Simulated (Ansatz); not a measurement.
Working through vertical and adiabatic energies of changing the electron count of CH₄B₂, SMILES B1BC1

With Ansatz's Python interface.

`ch4b2.xyz`
```text
7

B    -0.85230   -0.44810   -0.31970
B     0.43160    0.67820   -0.63230
C     0.25730   -0.19660    0.61490
H    -1.85200   -0.89780   -0.63180
H     1.01400    1.46850   -1.30540
H     0.04130    0.37950    1.55110
H     1.02130   -1.05170    0.67740
```

Typed at the interpreter:
```pycon
>>> import itertools
>>> import ansatz as az
>>> from ase.data import atomic_numbers, covalent_radii
>>> import numpy as np
>>> mol = az.Crystal.molecule_from_extxyz('ch4b2.xyz')
>>> base = (
...     mol.calculation()
...     .basis(gaussian='def2-SVP')
...     .functional('pbe')
... )
>>> symbols = [site.symbol for site in mol.cartesian_sites]
>>> start = np.array([site.position_ang for site in mol.cartesian_sites], dtype=float)
>>> summary = base.relax(force_tolerance=0.01, max_steps=100).run(threads=1).report
>>> end = np.array(summary['positions_ang'])
>>> minimum = az.Crystal.molecule()
>>> for symbol, place in zip(symbols, end):
...     minimum = minimum.atom(symbol, place.tolist())
...
>>> ion = (
...     minimum.calculation()
...     .basis(gaussian='def2-SVP')
...     .functional('pbe')
...     .charge(1)
...     .spin('collinear', total=1)
... )
>>> vertical = ion.run(threads=1).report
>>> settled = ion.relax(force_tolerance=0.01, max_steps=80).run(threads=1).report
>>> print(f'vertical ionisation energy   {vertical["free_energy_ev"] - summary["free_energy_ev"]:.3f} eV')
vertical ionisation energy   9.864 eV
>>> print(f'adiabatic, no zero point     {settled["free_energy_ev"] - summary["free_energy_ev"]:.3f} eV')
adiabatic, no zero point     8.916 eV
>>> print(f'relaxation energy of the ion {vertical["free_energy_ev"] - settled["free_energy_ev"]:.3f} eV')
relaxation energy of the ion 0.947 eV
>>> ionised = np.array(settled['positions_ang'])
>>> # pairs closer than 1.2 times the sum of covalent radii, before or after
>>> radius = [covalent_radii[atomic_numbers[s]] for s in symbols]
>>> span = lambda where, i, j: np.linalg.norm(where[i] - where[j])
>>> bonded = [(i, j) for i, j in itertools.combinations(range(len(symbols)), 2) if min(span(end, i, j), span(ionised, i, j)) < 1.2 * (radius[i] + radius[j])]
>>> print('pair        before    after (A)')
pair        before    after (A)
>>> for i, j in bonded:
...     print(f'{symbols[i]}{i}-{symbols[j]}{j}'.ljust(10), f'{span(end, i, j):8.4f} {span(ionised, i, j):8.4f}')
...
B0-B1        1.5650   1.9306
B0-C2        1.4788   1.5015
B0-H3        1.2005   1.1982
B1-C2        1.6132   1.5015
B1-H4        1.2091   1.1981
C2-H5        1.1047   1.1143
C2-H6        1.1664   1.1443
>>> for first, second in list(itertools.combinations(bonded, 2)):
...     shared = set(first) & set(second)
...     if shared and symbols[(j := shared.pop())] != 'H':
...         i, k = sorted((set(first) | set(second)) - {j})
...         u, v = ionised[i] - ionised[j], ionised[k] - ionised[j]
...         angle = np.degrees(np.arccos(np.clip(u @ v / np.linalg.norm(u) / np.linalg.norm(v), -1, 1)))
...         print(f'final angle {symbols[i]}{i}-{symbols[j]}{j}-{symbols[k]}{k}: {angle:.2f} deg')
...
final angle B1-B0-C2: 49.99 deg
final angle B1-B0-H3: 140.46 deg
final angle B0-B1-C2: 49.99 deg
final angle B0-B1-H4: 140.51 deg
final angle C2-B0-H3: 169.53 deg
final angle B0-C2-B1: 80.01 deg
final angle B0-C2-H5: 131.56 deg
final angle B0-C2-H6: 96.72 deg
final angle C2-B1-H4: 169.48 deg
final angle B1-C2-H5: 131.54 deg
final angle B1-C2-H6: 96.71 deg
final angle H5-C2-H6: 111.23 deg
```

These settings explore the input space; basis and method may be short of convergence. The energies are electronic: no zero-point or thermal terms, and the basis set is short of its limit. The product may relax into another structure. Each relaxation finds its nearest minimum, which needn't be the lowest. Hardware and time: 69 s on 1 thread of Arm Neoverse V1 (shared host), peak memory 0.2 GiB.
